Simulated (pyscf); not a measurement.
Elementary routes open to `[NH2][SiH2][OH]` + `[H][H]` in the gas phase (singlet surface):
A. `[OH][SiH3]` + `[NH3]` (N–Si, H–H broken; H–Si, H–N formed)
B. `[NH2][SiH3]` + `[OH2]` (O–Si, H–H broken; H–Si, H–O formed)

PySCF, gas phase, ωB97X-D3(BJ)/def2-SVP geometries.

Question: Rank the routes by free-energy barrier at 600 K, lowest first, for ωB97M-D3(BJ)/def2-TZVP energies (ideal gas, 1 atm, RRHO with modes under 100 cm⁻¹ raised to 100, one conformer, R ln 2 for chiral ones without a mode under 150 cm⁻¹).

Answer: A (277.0 kJ/mol), B (296.4 kJ/mol)

Route A is the fastest of these, ahead of the next by 19.4 kJ/mol. The most stable products are those of A (ΔG = +49.1 kJ/mol), so kinetics and thermodynamics agree. At 1200 K A is still the fastest. A: On the product side the descent ends in a complex, 22.2 kJ/mol under the separated species and 167.4 kJ/mol under the saddle at ωB97X-D3(BJ)/def2-TZVP. Only these routes are compared; each barrier is that of the saddle found, and lower ones may exist.
